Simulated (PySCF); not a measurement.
Input of a driver script around PySCF for `BO[SiH3]`, coordinates in Å (PBE0-D3(BJ)/def2-SVP geometry):
```
{"job": {"kind": "eom", "basis": "aug-cc-pVDZ", "nee": 5}, "charge": 0, "multiplicity": 1}
B      1.718211    -0.106936    -0.025354
O      0.500963    -0.403952     0.468176
Si    -1.053101     0.084578     0.047397
H      1.827096     0.653609    -0.969112
H      2.684868    -0.614751     0.498836
H     -1.650886     0.768494     1.226297
H     -1.837392    -1.134712    -0.287942
H     -0.996698     1.010806    -1.121527
```

Q: What does the run print?

A: 
```
E(HF) = -391.4634800667
E(MP2) = -391.8560004666
E(CCSD) = -391.8965706505
T1 diagnostic = 0.0140

EOM-IP-CCSD (eV)   Koopmans (eV)
  11.0375      12.0079
  12.0928      12.8622
  12.6400      13.2226
  14.2421      15.6313
  14.7197      15.8507
  15.0744      16.5583
  17.0938      18.4819

EOM-EE-CCSD singlets (eV): 6.1044 7.7473 8.2488 8.4530 8.6621

EOM-EE-CCSD triplets (eV): 5.7082 7.5029
```

Computed with CCSD and EOM-CCSD/aug-cc-pVDZ in PySCF, restricted Hartree–Fock reference, frozen core, non-relativistic, gas phase, PBE0-D3(BJ)/def2-SVP geometry. Each EOM-IP line stands beside −ε of the orbital with the largest one-hole amplitude.

Q: What correlation energies follow, and how does the T1 diagnostic stand?

A: MP2 -0.39252 Eh, CCSD -0.43309 Eh; CCSD lies 40.6 mEh below MP2. T1 = 0.0140, below the customary warning level of 0.02.

Q: Which orbital leads each EOM-IP root, and how large is the one-hole share of its vector?

A: 11.04 eV: HOMO, one-hole share 0.95; 12.09 eV: HOMO-1, one-hole share 0.95; 12.64 eV: HOMO-2, one-hole share 0.95; 14.24 eV: HOMO-3, one-hole share 0.94; 14.72 eV: HOMO-4, one-hole share 0.94; 15.07 eV: HOMO-5, one-hole share 0.94; 17.09 eV: HOMO-6, one-hole share 0.91.

Hardware: one thread of an Intel Xeon Platinum 8488C, shared host with 192 logical CPUs at a one-minute load of 18. Cost: 5.7 min of wall time, 1.8 GiB resident at most.
